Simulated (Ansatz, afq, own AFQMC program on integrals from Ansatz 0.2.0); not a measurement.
CHB⁺, quartet in 6-31G, levels against full CI

```yaml
atoms:
  - { symbol: B, position_ang: [0.0000, 0.0000, 0.0901] }
  - { symbol: C, position_ang: [0.0000, 0.0000, -1.3588] }
  - { symbol: H, position_ang: [0.0000, 0.0000, 1.2688] }
```

Connectivity, by distances: BH–C.

Basis 6-31G. Only valence electrons are correlated. AFQMC by an in-house program on the Cholesky factors that Ansatz 0.2.0 writes for its CCSD(T) run. ph-AFQMC/CISD is guided by a CISD state made of CCSD amplitudes; releasing the constraint for a short imaginary time cuts its bias at the price of noise, slowly where states lie close. Error bars are statistical, one sigma.

Determinant: UHF, the one that the program's search chose, which needn't be the lowest solution. The geometry is a PBE0/def2-TZVP stationary point of this or a neighbouring charge and spin state.

Full CI on the same integrals is exact in this basis and with this determinant's frozen core.

Cautions: lower spins were not checked.

The T1 diagnostic is 0.0253 and the weight of the determinant in the CISD state is 0.941. The ⟨S²⟩ of the determinant is 3.752 and the size of the correlated space is 7 electrons in 18 orbitals.

```
  level  correlation energy (eV)
    MP2                  -1.6903
   CCSD                  -2.2323
CCSD(T)                  -2.2806
```

Q: Estimate where AFQMC with the constraint released lies against CCSD(T) on the same integrals.

A: 20.4 ± 1.0 meV below CCSD(T).

Reference: full CI, correlation energy -2.301 eV. The released energy is read at 2.40 1/Eh (meV from the phaseless value at times in 1/Eh: -2.5 ± 1.6 at 0.24, -4.9 ± 1.1 at 0.51, -8.4 ± 1.2 at 0.99, -8.5 ± 0.9 at 1.62, -8.6 ± 1.0 at 2.40).

| level | E − E(reference) (meV) | share of correlation (%) |
| --- | --- | --- |
| CCSD(T) | 20.5 | 99.11 |
| CCSDT | 2.3 | 99.90 |
| CCSDT(Q) | 0.3 | 99.99 |
| CCSDTQ | 0.1 | 100.00 |
| ph-AFQMC/CISD | 8.6 ± 1.6 | 99.63 |
| released AFQMC | 0.0 ± 1.0 | 100.00 |

CCSDT and higher add their correlation energy to the determinant of the CCSD(T) run, since their own runs factorise the integrals more tightly (a shift of under 2 meV). A walk keeps the symmetry of its determinant, which the program's search chose and which needn't be the lowest solution, so a lower state of the same spin and another symmetry isn't excluded. Released energies are given only where the last usable release times agree within the noise; a slower fall can still hide under it.
